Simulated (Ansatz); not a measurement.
A displaced shape of singlet C₂H₂:

```yaml
atoms:
  - { symbol: C, position_ang: [-0.0467, -0.0164, -0.4852] }
  - { symbol: C, position_ang: [-0.0416, -0.0157, 0.7991] }
  - { symbol: H, position_ang: [-0.0484, -0.9506, -1.0196] }
  - { symbol: H, position_ang: [-0.0062, 0.9891, -1.0037] }
```

It was optimised with PBE0/def2-SVP in Ansatz (development build ahead of 0.2.0) to forces under 0.001 eV/Å, with restricted orbitals. Each step stands on the lowest determinant of that kind that the program's search found.

**Question.** What shape does it relax to, and how does the optimisation go?

**Answer.**

```xyz
4

C    -0.0353    0.0022   -0.4755
C    -0.0465   -0.0154    0.8243
H    -0.0539   -0.9379   -1.0422
H    -0.0073    0.9575   -1.0160
```

Bond lengths: C1–C2 1.300 Å, C1–H3 1.098 Å, C1–H4 1.098 Å. Angles: C2–C1–H3 120.3°, C2–C1–H4 120.3°, H3–C1–H4 119.4°.

```
step  E − E(start) (eV)  largest force (eV/Å)
   1             0.0000                1.5401
   2             0.0554                1.1639
   3            -0.0192                0.4733
   4            -0.0343                0.4689
   5            -0.0370                0.2986
   6            -0.0381                0.2222
   7            -0.0390                0.2171
   8            -0.0393                0.1932
   9            -0.0400                0.1297
  10            -0.0404                0.1806
  11            -0.0408                0.2289
  12            -0.0408                0.1555
  13            -0.0414                0.1263
  14            -0.0416                0.0494
  15            -0.0416                0.0252
  16            -0.0416                0.0172
  17            -0.0417                0.0130
  18            -0.0417                0.0103
  19            -0.0417                0.0167
  20            -0.0417                0.0285
  21            -0.0417                0.0362
  22            -0.0417                0.0301
  23            -0.0417                0.0174
  24            -0.0416                0.0328
  25            -0.0417                0.0045
  26            -0.0417                0.0020
  27            -0.0417                0.0002
```

The optimisation ended after 27 steps with its threshold met.
